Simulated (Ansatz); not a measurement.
Basis-set extrapolation for `C=CC(O)(F)F` (PBE0-D4/def2-TZVP geometry, frozen core, Ansatz). Multiplicity 1, RHF reference.

|  | def2-TZVPP | def2-QZVPP |
| --- | --- | --- |
| HF | -389.833088 | -389.850018 |
| MP2 correlation | -1.212883 | -1.312431 |
| CCSD(T) correlation | -1.281611 | not run |

Energies in hartree. Use E(X) = E(∞) + A·exp(−7.88·√X) for Hartree–Fock and E(X) = E(∞) + B·X^(−2.97) for correlation, with X = 3 and 4, and add CCSD(T) minus MP2 of the smaller set to the MP2 limit.

What is the CCSD(T) energy at the basis-set limit?

HF limit: -389.850018 + (-0.016930) × 0.13774 = -389.85235. MP2 limit: -1.312431 + (-0.099548) × 0.74074 = -1.38617. Higher-order term: -1.281611 − (-1.212883) = -0.06873. Total: -391.30725 hartree, 505.5 kJ/mol below CCSD(T)/def2-TZVPP.
